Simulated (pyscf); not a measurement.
silylamine (H₂N–SiH₃) + H₂B–OH -> H₂B–NH–SiH₃ + water (H₂O), a four-centre exchange (singlet surface; H–N, B–O broken, B–N, H–O formed). PySCF, gas phase, ωB97X-D3(BJ)/def2-SVP geometries. MP2 and CC: frozen core, UHF for open shells. ΔMP2 is the change of the MP2 total energy from the triple- to the quadruple-zeta basis. Energies in eV from the separated reactants.

Small-basis levels: PySCF, no dispersion term, spherical d functions. AM1 to PM7: differences of heats of formation from MOPAC. GFN2-xTB: tblite. Cost: rough CPU time at the saddle relative to B3LYP/6-31G*, from one job on a shared machine.

```csv
level,barrier,reaction energy,cost
HF/3-21G,0.46,+0.26,0.05
BP86/6-31G*,0.36,+0.25,1
B3LYP/STO-3G,-0.90,+0.31,0.5
B3LYP/3-21G,-0.10,+0.49,0.7
B3LYP/def2-SVP,0.51,+0.24,1
GFN2-xTB,0.68,+0.26,under 0.02
AM1,1.19,-0.12,under 0.02
PM3,0.23,-0.16,under 0.02
PM6,0.19,-0.14,under 0.02
CCSD(T)/def2-TZVPP + ΔMP2(QZVPP),0.57,0.00,–
```

Against the last row the barrier runs from -1.47 (B3LYP/STO-3G) to +0.62 eV (AM1); B3LYP/def2-SVP happens to lie closest here (0.06 eV apart). At B3LYP/STO-3G, B3LYP/3-21G this geometry lies under one side, so the entry may be no barrier of that level: it is a single point on another level's saddle. CCSD(T)/def2-TZVPP + ΔMP2(QZVPP) has limits of its own. On the reactant side the descent ends in an adduct with a B–N contact, 0.42 eV under the separated species and 0.94 eV under the saddle at ωB97X-D3(BJ)/def2-TZVP. What is counted as formed (B–N) is already present as a longer contact in the reactant adduct; forming that adduct is a step of its own. The products may also form a dative adduct at H₂B–NH–SiH₃; it and routes through it were not searched. One saddle was located; it need not be the lowest between these sides. The CCSD(T) − MP2 part came from Ansatz, without density fitting, on the same reference.
